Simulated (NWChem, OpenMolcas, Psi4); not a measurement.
How basis sets differ on NOF (nitrosyl fluoride)

NOF: 3 atoms, total charge 0, spin state singlet. As SMILES, `O=NF`. The coordinates come from a PBE0-D4/def2-TZVP relaxation.

```xyz
3

O     0.8683    0.2430    0.5047
N     0.1489   -0.4825    0.0299
F    -1.0173    0.2396   -0.5346
```

Quantity: the dipole moment, in D. The values are calculated.

**What was measured.** NIST CCCBDB; in doubt, as an older value, an estimate or one at odds with other calculations gives the dipole moment of the gas as 1.81 D.

```
                           level          kind     program  value (D)  computed − measured  CPU time
                       HF/STO-3G  Hartree–Fock  OpenMolcas       0.37                -1.44     1.6 s
                        HF/3-21G  Hartree–Fock  OpenMolcas       1.24                -0.57     1.6 s
                     HF/def2-SVP  Hartree–Fock      NWChem       1.57                -0.24     2.6 s
HF/6-31+G* (spherical functions)  Hartree–Fock      NWChem       1.71                -0.10     4.9 s
                   HF/def2-TZVPP  Hartree–Fock        Psi4       1.64                -0.17      16 s
```

Nearest: HF/6-31+G* (spherical functions) (-0.10 D); farthest: HF/STO-3G (-1.44 D). The measured dipole is a vibrational average, so differences of a few hundredths of a debye mean little. Magnitudes only. Sets without polarisation functions give poor dipoles. Without the sets that lack polarisation functions the rows with a basis span only 1.57 to 1.71 D. Times are those of the runs behind each value, whatever else they computed, on shared processors of several kinds: orders of magnitude only.
